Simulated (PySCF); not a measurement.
## Carbon: a sound run and one with changed settings

Sound run: C [He] 2s2 2p2, C⁺ [He] 2s2 2p1. Computed with PySCF 2.14 in x2c-TZVPall (5s3p2d1f, 31 functions), with scalar relativity by spin-free X2C-1e. In the sound run the correlated levels freeze 1s2. The sound run starts from symmetry-adapted Hartree-Fock orbitals and uses a fine grid where one is needed.

A second run was set up differently.

```
species   method  sound run (hartree)  changed run (hartree)  converged
      C      MP2            -37.77356              -37.71462        yes
      C  CCSD(T)            -37.79599              -37.71695        yes
```

Ionisation energy of C:

| method | sound run (eV) | changed run (eV) |
| --- | --- | --- |
| UHF | 10.797 | 10.797 |
| MP2 | 11.237 | 10.992 |
| SCS-MP2 | 11.111 | 10.862 |
| CCSD | 11.141 | 11.056 |
| CCSD(T) | 11.166 | 11.056 |
| CCSDT | n/a | 11.056 |
| FCI | n/a | 11.056 |

(1) What was changed?
A. a valence shell is frozen
B. too few SCF iterations
C. level shift left on
D. minimal basis

## Answers

(1) A. Freezing a valence shell removes pair correlation that changes on ionisation.
